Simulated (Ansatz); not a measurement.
N2O, singlet: reading a ladder of total energies

Geometry: MP2(full)/6-31G*, from the G2/97 set.

```xyz
3

N     0.0000    0.0000   -1.1781
N     0.0000    0.0000   -0.0070
O     0.0000    0.0000    1.1851
```

Basis 6-31G* (Cartesian d functions); Ansatz 0.2.0. Correlated methods freeze the noble-gas cores, which leaves 16 electrons in 42 orbitals. Prefix R: restricted or restricted open-shell reference.

Full CI isn't at hand for all of this; RCCSDTQ serves as the reference, and is uncertain by about the last step of the cluster series.

Runs differ by some tens of microhartree through their thresholds, so steps under 0.03 kcal/mol mean nothing.

| level | total energy (hartree) |
| --- | --- |
| RHF | -183.663117 |
| RMP2 | -184.204130 |
| RCCSD | -184.184376 |
| RCCSD(T) | -184.210998 |
| RCCSDT | -184.210320 |
| RCCSDT(Q) | -184.214536 |
| RCCSDTQ | -184.213689 |

Q: What is the correlation energy at RCCSDTQ, and what share of it do RMP2 and RCCSDT recover?

A: E(corr) = -184.213689 − (-183.663117) = -0.550572 hartree = -14.982 eV. RMP2: -0.541013 / -0.550572 = 98.26 %. RCCSDT: -0.547203 / -0.550572 = 99.39 %.

Q: By how many kcal/mol does RCCSD(T) miss RCCSDTQ (1 hartree = 627.509 kcal/mol), and which steps make up the rest?

A: -184.210998 − (-184.213689) = 0.002691 hartree = 1.69 kcal/mol. Steps: RCCSDT − RCCSD(T) = 0.43, RCCSDT(Q) − RCCSDT = -2.65, RCCSDTQ − RCCSDT(Q) = 0.53 kcal/mol. Differences between like states or geometries often cancel part of this.
